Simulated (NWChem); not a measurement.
dimethyl ether (C₂H₆O); SMILES COC

```xyz
9

C      1.1611     0.0000     0.1847
O      0.0000     0.0000    -0.5811
C     -1.1611     0.0000     0.1847
H      1.2330    -0.8952     0.8362
H      1.2330     0.8952     0.8362
H      2.0215     0.0000    -0.4996
H     -1.2330    -0.8952     0.8362
H     -2.0215     0.0000    -0.4996
H     -1.2330     0.8952     0.8362
```
Atoms are numbered in this order, from 1.

Computed with NWChem. Pople sets run with spherical d functions. STO-3G and 3-21G are far too small for this property and stand as cheap habits. Geometry: optimised at PBE0/def2-SVP. GIAO values for the isolated, static molecule; σ is the absolute isotropic shielding, δ = σ(reference) − σ with the isolated reference molecule computed at the same levels (13C: tetramethylsilane, 1H: tetramethylsilane, 17O: water).

| level | δ C1 (ppm) | δ O2 (ppm) | δ H4 (rotor mean) (ppm) | relative time |
|---|---|---|---|---|
| B3LYP/IGLO-III | 62.5 | 1.0 | 3.31 | 100 |
| BHandHLYP/pcSseg-1 | 59.0 | -7.1 | 3.11 | 20 |
| Hartree-Fock/STO-3G | 48.6 | -50.7 | 1.67 | 1 |
| B3LYP/6-311G** | 60.7 | 15.1 | 3.21 | 30 |
| KT2/pcSseg-1 | 61.6 | 10.0 | 3.23 | 20 |

Times are rough ratios from one shared machine.
